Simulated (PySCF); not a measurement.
**Electrostatic potential from atomic charges**

Species: `O=[SH](=O)Cl`. Coordinates (GFN2-xTB, Å) and charges (e) from the PBE0/pcSseg-1 density (PySCF):

```
atom       x       y       z  Mulliken      IAO  Hirshfeld  ESP-fitted
  O1  -0.570   1.265  -0.602   -0.4540  -0.8173    -0.2717     -0.3862
  S2  -0.169   0.007  -0.079   +0.9225  +1.8875    +0.5119     +0.7711
  O3  -0.644  -1.206  -0.643   -0.4541  -0.8174    -0.2718     -0.3851
 Cl4   1.868  -0.057   0.022   -0.1584  -0.2577    -0.0544     -0.1125
  H5  -0.477  -0.006   1.285   +0.1441  +0.0050    +0.0859     +0.1127
```

Points outside the species (Å): A (0.4, 1.8, -3.6); B (4.8, -2.0, 2.1); C (3.4, 1.0, -6.9); D (-0.5, -5.3, -0.7).

**Question.** Find the potential V = 14.3996 V·Å × Σ q/r of each set of charges at these points.

**Answer.** In volts:

```csv
point,nearest atom,distance (Å),Mulliken,IAO,Hirshfeld,ESP-fitted
A,O1,3.20,-0.357,-0.427,-0.225,-0.302
B,Cl4,4.09,+0.083,+0.167,+0.091,+0.093
C,Cl4,7.17,-0.098,-0.103,-0.053,-0.078
D,O3,4.10,-0.137,-0.216,-0.091,-0.119
```

**Question.** How far are the other sets from the ESP-fitted one at these points?

**Answer.** Root-mean-square difference: Mulliken 0.031 V, Hirshfeld 0.043 V, IAO 0.088 V. The ESP scheme fits charges at the nuclei, held to the total charge, to the electrostatic potential on points at 1.4 to 2.0 times the van der Waals radii.

**Question.** What energy would a point charge of -2 e have at A in the field of the ESP charges, leaving out polarisation?

**Answer.** +0.604 eV = +58.3 kJ/mol, a repulsion.

Isolated species at its GFN2-xTB geometry, gas phase.
